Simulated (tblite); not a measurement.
Species: CH3NO.
SMILES: `CN=O`

Computed with GFN2-xTB (tblite): harmonic, unscaled wavenumbers at the GFN2-xTB geometry, gas phase. This tight-binding method is rough: wavenumbers can miss measured ones by several per cent, in bad cases by 10 to 20.

Harmonic wavenumbers (cm⁻¹): 177.2, 534.6, 919.6, 948.5, 1128.7, 1328.6, 1407.7, 1418.6, 1633.5, 2963.4, 2991.6, 3009.4.

A = 65949, B = 11394, C = 10329 MHz; mass 45.021 u (most abundant isotopes); point group Cs, symmetry number 1.

**Question.** Zero-point energy?

**Answer.** Half the sum of the wavenumbers: 9231 cm⁻¹ = 26.39 kcal/mol.

**Question.** What is S at 200 K and 1 bar for an ideal gas of classical rigid rotors and harmonic oscillators?

**Answer.** Translation 35.38, rotation 20.06, vibration 1.89: S = 57.3 cal/(mol K).

**Question.** And Cp and H(200 K) − H(0)?

**Answer.** Cp = 10.63 cal/(mol K), of which vibrations give 2.68 (their classical limit is 12 R = 23.8); H(200 K) − H(0) = 1.83 kcal/mol without the zero-point energy, 0.24 from vibrations.

**Question.** Which modes carry the vibrational entropy at 200 K?

**Answer.** 177.2 cm⁻¹: 1.63; 534.6 cm⁻¹: 0.21; 919.6 cm⁻¹: 0.02; 948.5 cm⁻¹: 0.02; 1128.7 cm⁻¹: 0.01; 1328.6 cm⁻¹: 0.00 cal/(mol K); the other 6 give 0.00 together.

**Question.** What must be added to the electronic energy to get the Gibbs energy at 200 K and 1 bar?

**Answer.** ZPE + [H(200 K) − H(0)] − T·S = 26.39 + 1.83 − 11.47 = 16.75 kcal/mol.

**Question.** How do the functions run with temperature in this model?

**Answer.** 
| T (K) | S (cal/(mol K)) | Cp (cal/(mol K)) | H − H(0) (kcal/mol) | G − H(0) (kcal/mol) | ln q(vib) |
| --- | --- | --- | --- | --- | --- |
| 150 | 54.4 | 9.9 | 1.32 | -6.84 | 0.21 |
| 250 | 59.8 | 11.5 | 2.38 | -12.57 | 0.51 |
| 298.15 | 61.9 | 12.5 | 2.96 | -15.50 | 0.66 |
| 400 | 65.9 | 14.8 | 4.35 | -22.02 | 1.02 |
| 600 | 72.7 | 18.8 | 7.74 | -35.90 | 1.81 |
| 900 | 81.2 | 23.0 | 14.06 | -59.04 | 3.09 |

q(vib) and H(0) count from the zero-point level.

Hindered rotation and anharmonicity are outside this model.
